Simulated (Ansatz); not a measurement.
Molecule (SMILES): [CH]=O (CH-O), doublet.
Atoms: C1, O2, H3. Bonds: C1-O2, C1-H3.

Basis-set convergence of the lowest harmonic wavenumber at HF with Ansatz (an electronic-structure program). Each level at its own minimum, finite differences of forces, unscaled; the reference is a large set that could be run, not a limit. All functions are spherical. The program fits the integrals of some runs and decomposes those of others, by size. Core-valence sets carry the plain set on hydrogen. Open shells are unrestricted. No added dispersion term, no relativity. Reference: the value in def2-QZVPPD, 1223 cm⁻¹. Deviations are taken from unrounded values.

```
basis        functions  lowest harmonic wavenumber (cm⁻¹)  minus reference (cm⁻¹)
-----------  ---------  ---------------------------------  ----------------------
6-31G               20                               1246                      22
def2-SV(P)          30                               1247                      24
6-311G**            42                               1229                       6
aug-pcseg-1         55                               1218                      -5
def2-TZVPPD         94                               1221                      -3
cc-pCVTZ           100                               1224                       1
aug-cc-pVTZ        115                               1220                      -3
aug-pcseg-2        115                               1221                      -2
def2-QZVPPD        162                               1223                       0
```
